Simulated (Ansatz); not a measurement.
Born–Oppenheimer molecular dynamics of FH (2 atoms, charge 0, multiplicity 1). It starts from a relaxed structure.

Level of theory: RKS PBE/STO-3G in Ansatz.

```
ensemble                      : NVE (velocity Verlet)
time step                     : 0.25 fs
steps asked                   : 600
starting velocities drawn for : 400 K
seed                          : 158319
```

First frame:

```xyz
2
Properties=species:S:1:pos:R:3
F -0.426 0.158 -0.215
H 0.426 -0.158 0.215
```

How far do the bonds stretch over the last three quarters of this one trajectory? (Pairs bonded in most of those frames.)


```json
{"bond": "F1–H2", "mean (Å)": "1.007", "spread (Å)": "0.019", "shortest": "0.98", "longest": "1.03"}
```

Mean temperature of the second half: 200 K. The conserved energy stayed within 0.069 meV per atom of its start (net change 0.059 meV per atom), so the integration is sound. The temperature averaged 0.50 of the 400 K drawn at the start: a run that starts near a minimum puts about half its kinetic energy into the potential. A run of 0.15 ps of so small a system gives no equilibrium averages. Limits of this set-up: minimal basis.

The run took 51 s on 1 thread of Intel(R) Xeon(R) Processor @ 2.70GHz (shared host), peak memory 0.075 GiB.
